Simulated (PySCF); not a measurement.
water cation (H2O), SMILES O (connectivity only; charge and spin as stated), charge +1, multiplicity 2.

Coordinates come from a B3LYP-D3(BJ)/def2-TZVPD optimisation. The multiplicity is an assumed one; other spin states were not compared.

These are PBE/def2-TZVPD in PySCF values and carry that method's errors.

Estimate the frontier levels, dipole moment and polarisability. (An estimate is asked for; the answer gives what the named calculation found.)


The α spin, highest occupied and lowest empty level comes out as -21.46 and -8.89 eV and the β spin, highest occupied and lowest empty level comes out as -20.75 and -18.00 eV. The dipole moment about the centre of nuclear charge is 2.07 D and the mean static polarisability comes out as 5.5 bohr³ (0.81 Å³). The polarisability, principal values comes out as 4.4, 5.4, 6.6 bohr³ and the ⟨S²⟩ is 0.752 (pure state 0.75).
